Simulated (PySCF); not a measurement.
Gas-phase reaction: 3 AlCH₃ + C₃H₄ (cyclic) + 4 H₂ → 3 AlH(CH₃)₂

Method: PySCF energies plus ideal-gas RRHO corrections (1 bar). † marks an energy on the PBE0/def2-TZVP geometry and frequencies; other levels use their own. CCSD(T) freezes the core. 6-31G* has spherical d functions here. All species are closed-shell singlets. AlCH₃, AlH(CH₃)₂: computed as isolated molecules; such fragments, hydroxides, amides, oligomers or adducts are transient or little studied in the gas. CCSD(T) isn't extrapolated to the basis-set limit.

HF/6-31G* gives ΔH°(298 K) = -824 kJ.

Task: What do PBE/def2-SVP, CCSD(T)/def2-TZVPP†, PBE/def2-TZVP† give?

Result: PBE/def2-SVP: -822 kJ; CCSD(T)/def2-TZVPP†: -807 kJ; PBE/def2-TZVP†: -794 kJ. For scale, ΔH°(298 K) is -824 kJ at this level, -823 kJ at ωB97M-V/def2-TZVP†, and runs from -904 to -729 kJ over the 19 levels computed († marks an energy on the PBE0/def2-TZVP geometry).
